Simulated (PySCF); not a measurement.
**F₂: energy against distance**

Set-up: PySCF, no relativity, basis sets F def2-SVP. Energies in eV from F + F in their ground configurations at the same level. State: ¹Σg⁺ (singlet), closed shell.

All columns are TPSS.

| R (Å) | E (eV) | HOMO (eV) | LUMO (eV) | Mayer bond order | ⟨S²⟩ |
| --- | --- | --- | --- | --- | --- |
| 1.185 | -0.612 | -7.79 | 0.92 | 0.90 | 0.00 |
| 1.240 | -1.337 | -8.19 | -0.96 | 0.93 | 0.00 |
| 1.295 | -1.779 | -8.53 | -2.52 | 0.95 | 0.00 |
| 1.337 | -1.970 | -8.76 | -3.51 | 0.97 | 0.00 |
| 1.378 | -2.068 | -8.95 | -4.38 | 0.98 | 0.00 |
| 1.419 | -2.093 | -9.13 | -5.14 | 0.99 | 0.00 |
| 1.474 | -2.038 | -9.33 | -6.00 | 1.00 | 0.00 |
| 1.543 | -1.872 | -9.54 | -6.89 | 1.00 | 0.00 |
| 1.626 | -1.584 | -9.74 | -7.73 | 1.01 | 0.00 |
| 1.736 | -1.126 | -9.94 | -8.58 | 1.01 | 0.00 |
